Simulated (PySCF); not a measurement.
C₃H₄FN₂ (charge +1), SMILES Fc1[nH]cc[nH+]1, point group C2v.

Level: PBE0/pcSseg-1 in PySCF (density fitting, grid level 2); geometry and Hessian at that level, cubic constants and property derivatives from steps of ±0.6 along each species' dimensionless normal coordinates, second-order vibrational perturbation theory. The parent has the commonest isotopes.

Equilibrium geometry (Å):

| atom | x | y | z |
| --- | --- | --- | --- |
| F1 | 2.3360 | -0.3446 | -0.4017 |
| C2 | 1.0854 | -0.1588 | -0.1911 |
| N3 | 0.4751 | 1.0138 | -0.1834 |
| C4 | -0.8697 | 0.8103 | 0.0784 |
| C5 | -1.0425 | -0.5215 | 0.2267 |
| N6 | 0.1996 | -1.1092 | 0.0530 |
| H7 | 0.9352 | 1.9053 | -0.3452 |
| H8 | -1.5718 | 1.6303 | 0.1337 |
| H9 | -1.9269 | -1.1058 | 0.4385 |
| H10 | 0.4152 | -2.1012 | 0.1011 |

(1) How much do zero-point and thermal motion change the parent's shieldings?

(2) And the bond lengths, in the parent and with ²H at 7?

The study (164 SCF points, 122 basis functions) took 43 min on 1 thread of Arm Neoverse N1, on a host shared with other jobs (rough), peak memory 0.65 GiB, launched as `OMP_NUM_THREADS=1 python ens_run.py task.json out`.

## Answers

(1) 
```
atom  σe (ppm)  anharmonic part, 0 K  harmonic part, 0 K  Δσ at 0 K  Δσ at 250 K  Δσ at 350 K
  F1    273.98                 -3.29               -7.21     -10.50       -11.09       -11.84
  C2     33.53                 -1.33               -1.96      -3.30        -3.47        -3.70
  N3     97.95                 -1.54               -4.19      -5.73        -5.92        -6.16
  C4     62.88                 -1.52               -2.96      -4.48        -4.62        -4.82
  H7     22.54                 -0.06               -0.40      -0.46        -0.46        -0.46
  H8     23.91                 -0.10               -0.36      -0.46        -0.47        -0.47
```

(2) 
```json
{"bond": "F1–C2", "re (Å)": "1.2817", "⟨r⟩ at 0 K": "1.2878", "between mean positions": "1.2847", "⟨r⟩, labelled": "1.2878"}
{"bond": "C2–N3", "re (Å)": "1.3219", "⟨r⟩ at 0 K": "1.3285", "between mean positions": "1.3266", "⟨r⟩, labelled": "1.3283"}
{"bond": "N3–C4", "re (Å)": "1.3850", "⟨r⟩ at 0 K": "1.3941", "between mean positions": "1.3917", "⟨r⟩, labelled": "1.3937"}
{"bond": "C4–C5", "re (Å)": "1.3512", "⟨r⟩ at 0 K": "1.3579", "between mean positions": "1.3558", "⟨r⟩, labelled": "1.3580"}
{"bond": "N3–H7", "re (Å)": "1.0162", "⟨r⟩ at 0 K": "1.0361", "between mean positions": "1.0168", "⟨r⟩, labelled": "1.0309"}
{"bond": "C4–H8", "re (Å)": "1.0809", "⟨r⟩ at 0 K": "1.1005", "between mean positions": "1.0833", "⟨r⟩, labelled": "1.1005"}
```
